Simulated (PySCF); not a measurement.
C₃H₆S.
SMILES with atom numbers: `[SH:1][CH:2]1[CH2:3][CH2:4]1` (hydrogens: H5 on S1; H6 on C2; H7, H8 on C3; H9, H10 on C4)

Computed with PySCF at PBE0/pcSseg-1 and CAM-B3LYP/def2-SVPD, non-relativistic, on one gas-phase PBE0-D3(BJ)/def2-SVP geometry that isn't relaxed in the solvent. The solvent is an IEF-PCM continuum (Bondi radii, 1.10 Å for H, scaled by 1.2). The model holds no explicit solvent molecules, cavitation or dispersion.

Gas phase at PBE0/pcSseg-1: HOMO -6.53 eV, LUMO 0.51 eV, dipole 1.66 D.

Question: What does the continuum do to the energy, the frontier levels and the dipole at PBE0/pcSseg-1 in benzene and chloroform?

Answer: 
| solvent | ε | E(solvent) − E(gas) (kJ/mol) | polarisation term (kJ/mol) | distortion of the solute (kJ/mol) | HOMO (eV) | LUMO (eV) | dipole (D) |
| --- | --- | --- | --- | --- | --- | --- | --- |
| benzene | 2.271 | -7.12 | -7.55 | 0.43 | -6.55 | 0.61 | 1.88 |
| chloroform | 4.711 | -11.61 | -12.73 | 1.12 | -6.58 | 0.66 | 2.02 |

The polarisation term is half the interaction of the solute with the surface charges that it induces; the rest is the cost of distorting the solute's density. The sum is the electrostatic part of solvation alone. From benzene to chloroform the lowering changes by a factor 1.63, Onsager's factor (ε − 1)/(2ε + 1) by 1.55 and ε itself by 2.1.

Question: Which radius a makes the point-dipole formula ΔE = −[(ε − 1)/(2ε + 1)]·μ²/a³ give the value in chloroform, with the gas-phase dipole?

Answer: μ = 0.653 au and |ΔE| = 0.00442 Eh give a = 1.72 Å; the farthest nucleus lies 2.26 Å from the centroid of the nuclei, so such a sphere wouldn't even hold the nuclei. The formula assumes a rigid point dipole at the centre of a sphere.

Question: Which IAO charges (PBE0/pcSseg-1) respond most in benzene (means over atoms taken as equivalent)?

Answer: 
| atoms | environment | gas (e) | solvent (e) | change |
| --- | --- | --- | --- | --- |
| S1 | thiol sulfur | -0.040 | -0.059 | -0.019 |
| H5 | S–H hydrogen | +0.082 | +0.094 | +0.012 |
| H6 | methine hydrogen | +0.162 | +0.166 | +0.004 |
| H7/H10 | methylene hydrogen | +0.150 | +0.153 | +0.003 |
| H8/H9 | methylene hydrogen | +0.147 | +0.149 | +0.002 |
| C3/C4 | three-membered-ring carbon | -0.289 | -0.291 | -0.002 |

Question: How do the nuclear quadrupole coupling constants eQVzz/h respond in benzene?

Answer: 
```json
{"nucleus": "33S at S1", "Q (barn)": "-0.06781", "gas (MHz)": "47.46", "solvent (MHz)": "46.10", "η gas": "0.65", "η solvent": "0.67"}
```

Gas phase at CAM-B3LYP/def2-SVPD: HOMO -7.91 eV, LUMO 1.10 eV, dipole 1.66 D.

Question: What does the continuum do to the energy, the frontier levels and the dipole at CAM-B3LYP/def2-SVPD in benzene and chloroform?

Answer: 
```csv
solvent,ε,E(solvent) − E(gas) (kJ/mol),polarisation term (kJ/mol),distortion of the solute (kJ/mol),HOMO (eV),LUMO (eV),dipole (D)
benzene,2.271,-6.67,-7.12,0.45,-7.92,1.20,1.91
chloroform,4.711,-10.88,-12.12,1.24,-7.94,1.25,2.06
```

Question: How does the static polarisability (CAM-B3LYP/def2-SVPD, frozen core, with the continuum's full static response) change?

Answer: 
```
    medium  isotropic (au)  principal values (au)  ⟨r²⟩ of the electrons (bohr²)
       gas            56.0       49.9, 52.9, 65.2                          399.0
   benzene            64.3       57.4, 61.1, 74.4                          399.1
chloroform            70.1       62.9, 67.2, 80.2                          399.1
```

The isotropic value in chloroform is 1.25 times the gas-phase one; no cavity-field correction is applied. ⟨r²⟩ is taken about the centre of nuclear charge.

Hardware: one thread, x86-64 server (shared host). Cost: 10 s wall. This is the whole shielding run at PBE0/pcSseg-1 in chloroform, SCF included.

The values belong to the conformer `[SH:1][CH:2]1[CH2:3][CH2:4]1`: H–S1–C2–C3 -36°.
